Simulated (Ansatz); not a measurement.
`C[Si]C` + H₂S → `C[Si]S` + CH₄ at 400 K and 1 bar (ligand exchange at the Si–C bond).

Gas-phase electronic energies from Ansatz, PBE0-D4/def2-TZVP geometries. CBS: MP2 limit from def2 TZ/QZ plus the TZ coupled-cluster correction, frozen cores. This one scheme is used for every species. Each species was taken in one conformer, which may not be the lowest.

```csv
species,CCSD(T)/CBS energy (Eh),H − E (kJ/mol),S (J/(mol·K))
`C[Si]C`,-368.74530,212.5,323.0
H₂S,-398.97279,53.4,215.9
`C[Si]S`,-727.30578,144.8,328.3
CH₄,-40.46206,131.3,197.2
```

H − E and S are ideal-gas, rigid-rotor, harmonic terms from PBE0-D4/def2-TZVP, for one conformer and one mirror image of each species. 1 Eh = 2625.50 kJ/mol, R = 8.31446 J/(mol·K).

Problem. By hand: ΔE, ΔH, ΔS and ΔG.

Solution. ΔE = (-727.30578) + (-40.46206) − (-368.74530) − (-398.97279) = -0.04975 Eh = -130.6 kJ/mol. Δ(H − E) = 144.8 + 131.3 − 212.5 − 53.4 = 10.2, so ΔH = -120.4 kJ/mol. ΔS = 328.3 + 197.2 − 323.0 − 215.9 = -13.4 J/(mol·K). ΔG = -120.4 − 400 × (-13.4)/1000 = -115.0 kJ/mol.

Problem. By hand: the equilibrium constant, and the temperature at which ΔG would vanish if ΔH and ΔS stayed fixed.

Solution. log₁₀ K = −ΔG/(RT ln 10) = 15.0. ΔG = 0 at ΔH/ΔS = 8985 K, far beyond where these terms or the molecules hold.

The number of gas molecules stays the same, so ΔS is small and ΔH decides. A doubt of 5 kJ/mol in ΔE shifts log₁₀ K by 0.7 here. Other conformers and mirror images would add mixing entropy, several J/(mol·K) or more a flexible species. These are equilibria of isolated gas molecules and say nothing of rates. Largest T1 diagnostic: 0.014 (customary marks: 0.02 for closed shells, 0.045 for open ones).
